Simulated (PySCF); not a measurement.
# Structure from 2D NMR

Compound of formula C2H4F2O. Correlations simulated from computed shifts and couplings:

HSQC (one-bond C–H):
```csv
δH,δC,"$^{1}J$(C,H) (Hz)"
5.89,127.9,216
3.50,54.9,150
```

HMBC (two and three bonds, |J| ≥ 2.5 Hz):
```csv
δH,δC [abs. J in Hz]
5.89,54.9 [2.6]
3.50,127.9 [6.1]
```

Theory: coordinates at the PBE0-D3(BJ)/def2-SVP level, GIAO CAM-B3LYP/pcSseg-2 shieldings, J couplings at B3LYP/pcJ-1, in PySCF (fast rotation and ring inversion assumed for equivalent nuclei, single conformer, gas phase, non-relativistic).

Chemical shifts δ = σref − σ; $^{1}$H (31.34 ppm), $^{13}$C (182.55 ppm) against TMS, all at this level.

Exchangeable hydrogens are left out of these lists, and C,H couplings along chains are those of one rotamer, so weak HMBC peaks may be missing or extra.

Q: Assemble the structure.

A: SMILES COC(F)F.

Mapped SMILES: `[CH3:1][O:2][CH:3]([F:4])[F:5]`. Hydrogens are named by the atom that carries them.

- δC 127.9 is C3, an sp3 CH bonded to 2 F and O (δH 5.89).
- δC 54.9 is C1, a methyl carbon bonded to O (δH 3.50).

Common functionals overestimate the size of one-bond C–F couplings by tens of Hz; these are unscaled. Shifts are as computed, not scaled to solution data. Of 1211 compounds with measured shifts, 218 miss one by over three times the rms of a fit or turn the order of signals round; such compounds aren't used in these exercises.
